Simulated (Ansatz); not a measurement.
**Worked example: Cl–Al–PH⁺, doublet against Cl–Al–PH, singlet**

Geometry (PBE0/def2-TZVP stationary point of a singlet), kept for both states (Cl–Al–PH, singlet: A; Cl–Al–PH⁺, doublet: A):

```xyz
4

Cl    0.0000   -0.3034    2.5579
Al    0.0000   -0.3527    0.4810
P     0.0000   -0.3809   -1.6550
H     0.0000    1.0370   -1.3840
```

Basis cc-pVDZ; Ansatz 0.2.0. Correlated methods freeze the noble-gas cores. R marks a restricted (for open shells ROHF) determinant, U an unrestricted one.

Full CI isn't at hand for all of this; UCCSDT(Q) serves as the reference, and is uncertain by the last step of the cluster series or more.

```csv
level,"E(Cl–Al–PH, singlet) (hartree)","E(Cl–Al–PH⁺, doublet) (hartree)"
UHF,-1042.778836,-1042.523132
UMP2,-1043.086041,-1042.794678
UCCSD(T),-1043.130122,-1042.839892
PBE,-1044.139808,-1043.839868
B3LYP,-1044.673509,-1044.375125
UCCSDT(Q),-1043.132434,-1042.841929
```

Task: Give the vertical gap, Cl–Al–PH⁺ doublet less Cl–Al–PH singlet, at each level in eV (1 hartree = 27.2114 eV), and each error against UCCSDT(Q).

Result: UCCSDT(Q): (-1042.841929 − (-1043.132434)) × 27.2114 = 7.905 eV (the reference)
B3LYP: (-1044.375125 − (-1044.673509)) × 27.2114 = 8.119 eV, error 0.214 eV
PBE: (-1043.839868 − (-1044.139808)) × 27.2114 = 8.162 eV, error 0.257 eV
UCCSD(T): (-1042.839892 − (-1043.130122)) × 27.2114 = 7.898 eV, error -0.007 eV
UMP2: (-1042.794678 − (-1043.086041)) × 27.2114 = 7.928 eV, error 0.023 eV
UHF: (-1042.523132 − (-1042.778836)) × 27.2114 = 6.958 eV, error -0.947 eV

Total energies of functionals can't be set beside those of wave-function methods, since they hold the core's correlation and their own absolute errors; only the differences compare.

In so small a basis the reference is far from its limit while semilocal and hybrid functionals are nearer theirs, so the functionals' errors here hold much of the reference's basis and frozen-core error, which can add to them or hide them.

Each level lands on the state that its own search finds. T1 diagnostics of restricted CCSD: 0.017 and 0.018.
